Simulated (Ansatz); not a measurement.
## Structure relaxation of K3Ir

The calculation used Ansatz, DFT PBE, scalar-relativistic, plane waves, PAW. Cutoff 420 eV, Γ-centred k mesh, Gaussian smearing, no spin polarisation in the final step.

The start puts K3Ir on the Ni3Sn (D0_19) structure type (P6_3/mmc, No. 194), with Ir in place of Sn, K in place of Ni, at a guessed volume.

```xyz
8
Lattice="7.1137 0.0000 0.0000 -3.5568 6.1606 0.0000 0.0000 0.0000 5.7098" Properties=species:S:1:pos:R:3 pbc="T T T"
K     3.5568    4.1030    1.4275
K    -1.7749    5.1318    4.2824
K     1.7820    1.0288    1.4275
K     0.0000    2.0577    4.2824
K     5.3317    1.0288    1.4275
K     1.7749    5.1318    4.2824
Ir    0.0000    4.1071    1.4275
Ir    3.5568    2.0535    4.2824
```

Steps on the 3×3×4 mesh (8 atoms). 6 of 6 steps are shown, and the free energy counts from the last. Trial steps that were taken back and renewals of the plane-wave basis can be among the rows.

| step | ΔF (meV/atom) | V (Å³/atom) | P (GPa) | largest force component (eV/Å) |
| --- | --- | --- | --- | --- |
| 1 | 85.1 | 31.28 | 0.99 | 0.877 |
| 2 | 15.0 | 32.18 | 0.67 | 0.103 |
| 3 | 7.8 | 33.03 | 0.37 | 0.003 |
| 4 | 1.4 | 34.22 | 0.06 | 0.021 |
| 5 | 0.2 | 34.65 | 0.00 | 0.005 |
| 6 | 0.0 | 34.65 | 0.02 | 0.005 |

A final relaxation ran on a 6×6×8 mesh. The relaxed crystal, P6_3/mmc (No. 194):

Space group P6_3/mmc (No. 194). a = 7.671 Å, b = 7.671 Å, c = 5.495 Å, α = 90.00°, β = 90.00°, γ = 120.00°
```csv
atom,site,symmetry,x,y,z
K,6h,mm2,0.8123,0.6245,0.2500
Ir,2c,-6m2,0.3333,0.6667,0.2500
```

For K3Ir, the volume per atom is 35.00 Å³, the density is 3.67 g/cm³ and the energy over the elements is 0.75 eV/atom. The gap on the 6×6×8 mesh is 0 eV (a metal).

Formation energies are uncorrected and refer to the elements' standard structures at the same level.

The final run used a 6×6×8 mesh on its 8-atom cell and 0.10 eV smearing. The k mesh leaves about 4 meV/atom of noise in metals. Spin–orbit coupling is left out.

Symmetry constrained the relaxation, so the result can be a saddle point.

The bands only touch here, so at this level the crystal is a zero-gap semiconductor or semimetal, not an ordinary metal; spin–orbit coupling, left out, can open or move such a gap.

Cost: 3 runs of about 2.8 core-minutes in all, on Arm Neoverse V2 (shared hosts).